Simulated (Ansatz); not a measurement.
C3H6F2 (`CC(C)(F)F`), one more setting.

```yaml
crystal:
  periodic: [false, false, false]
  atoms:
    - {symbol: C, position_ang: [-1.154136, 0.441297, 0.391197]}
    - {symbol: C, position_ang: [0.152158, 0.368092, -0.351352]}
    - {symbol: C, position_ang: [1.022092, -0.819062, -0.039868]}
    - {symbol: F, position_ang: [-0.106471, 0.381808, -1.696997]}
    - {symbol: F, position_ang: [0.864191, 1.511816, -0.100856]}
    - {symbol: H, position_ang: [-1.692034, 1.338404, 0.083859]}
    - {symbol: H, position_ang: [-0.971717, 0.483256, 1.465289]}
    - {symbol: H, position_ang: [-1.761717, -0.435543, 0.166030]}
    - {symbol: H, position_ang: [1.285470, -0.822050, 1.018116]}
    - {symbol: H, position_ang: [1.933322, -0.762632, -0.635741]}
    - {symbol: H, position_ang: [0.494141, -1.742484, -0.279176]}
basis:
  gaussian: {orbitals: "6-31G*", final_grid: {core_spheres: 8, valence_spheres: 7, degree: 23}}
hamiltonian: {xc: {name: HF}}
correlation: {active_space: {window: {electrons: 2, orbitals: 1}}}
output: {forces: true}
```

```sh
$ ansatz run in.yaml --threads 4 --pin off --events-out ev --progress --plain --max-ram 10444MiB
```

Shortened log:

```
Functional definition: HF
876 factors; integrals over basis functions are off by at most 1.2e-3 eV
mean field evaluation 1: about -8595.4421 eV, gradient 3.7e1 eV
mean field evaluation 2: about -8595.4476 eV, gradient 3.7e1 eV
mean field evaluation 4: about -8598.4455 eV, gradient 3.7e0 eV
mean field evaluation 8: about -8598.4853 eV, gradient 1.1e-4 eV
mean field -8598.48526841 eV, -315.9885053514 hartree, gradient 2.5e-6 eV, S^2 0.000000; 0 other end points of the search recorded, 0 dependent functions left out
reference -8598.48526841 eV, -315.9885053514 hartree; 21, 21 occupied and 66, 66 virtual orbitals, 876 factors
state -8598.48526841 eV, -315.9885053514 hartree
Total energy: -8598.48526841 eV, -315.9885053514 hartree
Atom 0 at    -1.154136     0.441297     0.391197 Å, force    -0.275088     0.062086     0.123584 eV/Å
Atom 1 at     0.152158     0.368092    -0.351352 Å, force     0.226665     0.578603    -0.547469 eV/Å
Atom 2 at     1.022092    -0.819062    -0.039868 Å, force     0.213010    -0.220662     0.026916 eV/Å
Atom 3 at    -0.106471     0.381808    -1.696997 Å, force     0.133807    -0.005996     0.693723 eV/Å
Atom 4 at     0.864191     1.511816    -0.100856 Å, force    -0.367086    -0.589375    -0.130634 eV/Å
Atom 5 at    -1.692034     1.338404     0.083859 Å, force     0.122931    -0.239412     0.094446 eV/Å
Atom 6 at    -0.971717     0.483256     1.465289 Å, force    -0.063900     0.002669    -0.267089 eV/Å
Atom 7 at    -1.761717    -0.435543     0.166030 Å, force     0.133906     0.232598     0.058236 eV/Å
Atom 8 at     1.285470    -0.822050     1.018116 Å, force    -0.046298    -0.008434    -0.270601 eV/Å
Atom 9 at     1.933322    -0.762632    -0.635741 Å, force    -0.230034    -0.034324     0.165021 eV/Å
Atom 10 at     0.494141    -1.742484    -0.279176 Å, force     0.152087     0.222247     0.053868 eV/Å
Dipole moment:    -0.137816    -0.351816     0.332886 e Å
```

It took 0.7 s on 4 threads of an Arm Neoverse V2 on a shared host, with 0.15 GiB of host memory at the peak.
